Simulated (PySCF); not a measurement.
Bonds broken one at a time in the series C Cl-H. Gas-phase values, no solvent. Strings in code marks are SMILES. All members: neutral, multiplicity 1. Level: TPSSh-D3(BJ)/def2-TZVP // PBE0-D3(BJ)/def2-TZVP (PySCF), beside PBE-D3(BJ)/def2-TZVP // PBE0-D3(BJ)/def2-TZVP (PySCF) at the same geometries.  Orbital energies are measured against the vacuum level.

| species | HOMO, PBE (eV) | HOMO, TPSSh-D3(BJ) (eV) |
|---|---|---|
| `C` | -9.44 | -10.24 |
| `ClC(Cl)(Cl)Cl` | -7.59 | -8.31 |
| `ClC(Cl)Cl` | -7.41 | withheld |
| `ClCCl` | -7.24 | -7.95 |
| `CCl` | -6.98 | -7.67 |

Question: Fit y = a + b·x, y being the HOMO at the first level, to the 4 complete rows by least squares, with x = the PBE value in eV. Give a, b and the rms residual, and predict the withheld value.

Answer: Means of the 4 rows: x̄ = -7.8125, ȳ = -8.5425 eV. Σ(x − x̄)² = 3.7191 and Σ(x − x̄)(y − ȳ) = 3.88, so b = 1.043 and a = ȳ − b·x̄ = -0.394 eV. The rms residual is 0.003 eV. At x = -7.41 the line gives -8.12 eV. The run for `ClC(Cl)Cl` gave -8.11 eV, so the line is off by 0.01 eV, more than twice the rms residual.

Codes: PySCF.
